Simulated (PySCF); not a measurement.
**Computed NMR parameters against published values**

Atoms are numbered as in `[CH:1]1=[CH:2][CH2:3][CH:4]=[CH:5][CH2:6]1` (H(Xn): hydrogen on atom n).

Measured values that the calculation should reproduce: δ 1H H(C1)/H(C2)/H(C4)/H(C5) 5.70; H(C3)/H(C6) 2.67 ppm (measured; solution, not stated in the table (CDCl3 in this author's series); The use of chemical shift calculations in the conformational analysis of substituted benzenes, New J. Chem. 2019 (ESI)).

All values are calculated (PySCF 2.14): structure optimised with PBE0-D3(BJ)/def2-SVP, σ from GIAO-PBE0/pcSseg-1. Relativity neglected, one averaged value for each set of equivalent atoms, one conformer, isolated molecule.

Task: What does the calculation give, and how does it compare?

Result: 
Reference values: measured (solution, not stated in the table (CDCl3 in this author's series); The use of chemical shift calculations in the conformational analysis of substituted benzenes, New J. Chem. 2019 (ESI)).
| atoms | quantity | reference | computed | computed, scaled |
| --- | --- | --- | --- | --- |
| H(C1)/H(C2)/H(C4)/H(C5) | δ 1H | 5.70 | 5.80 | 5.71 |
| H(C3)/H(C6) | δ 1H | 2.67 | 2.75 | 2.81 |

Computed shifts are σ(ref) − σ with the named reference compound (TMS for H and C) calculated as an isolated molecule at the same level. The measured values may be among those fitted. Shieldings were converted by linear fits to measured shifts (mostly CDCl3, TMS scale, for H and C): 1H (scatter 0.21 ppm rms, 0.22 ppm with the 3 outliers that the fit left out). A few per cent of atoms miss by over 2 rms, more outside the fitted compound classes.

Task: How far are the unscaled 1H shifts from the references?

Result: Mean signed difference +0.09 ppm, mean absolute 0.09 ppm over 2 comparisons; the largest is +0.10 ppm at H(C1)/H(C2)/H(C4)/H(C5) (hydrogen on an alkene CH).
